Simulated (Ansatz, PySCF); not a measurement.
Species: trans-butane, C4H10 (charge 0, singlet). 
Structure (B3LYP-D3(BJ)/def2-TZVP (Ansatz, a quantum-chemistry and plane-wave program) minimum search):
```xyz
14

C      0.6994     1.8273     0.0005
C      0.7016     0.3014     0.0009
C     -0.7016    -0.3014    -0.0009
C     -0.6994    -1.8273    -0.0005
H      1.7140     2.2299     0.0018
H     -1.7140    -2.2299    -0.0018
H      0.1846     2.2193     0.8812
H      0.1869     2.2190    -0.8816
H     -0.1869    -2.2190     0.8816
H     -0.1846    -2.2193    -0.8812
H      1.2502    -0.0651    -0.8732
H      1.2478    -0.0648     0.8765
H     -1.2478     0.0648    -0.8765
H     -1.2502     0.0651     0.8732
```
Charge 0, spin multiplicity 1.

Wanted: atomisation energy (electronic, to ground-state atoms), in kcal/mol. Valence correlation only, unless marked. UHF or UKS for open shells. Spin-orbit coupling is left out. No relativistic terms. The coupled-cluster limit lacks core correlation, which all-electron functionals hold. CBS(X,Y): correlation extrapolated as X^-3; Hartree-Fock from the larger set. The bracket is a focal-point correction in the basis named.

```tsv
level	program	atomisation energy (kcal/mol)
HF/cc-pVTZ	Ansatz	998.4
PBE/def2-TZVPD	Ansatz	1312.1
B97M-V/def2-TZVPD	Ansatz	1299.7
TPSSh-D4/def2-TZVPD	PySCF + dftd4	1311.2
r2SCANh/def2-TZVPD	Ansatz	1295.9
r2SCAN0/def2-TZVPD	Ansatz	1291.0
HSE06-D4/def2-TZVPD	Ansatz + dftd4	1307.0
```

Question: Predict the RI-MP2/CBS(cc-pVTZ,cc-pVQZ)+[CCSD(T)-MP2]/cc-pVTZ result (Ansatz).

Answer: 1301.4 kcal/mol
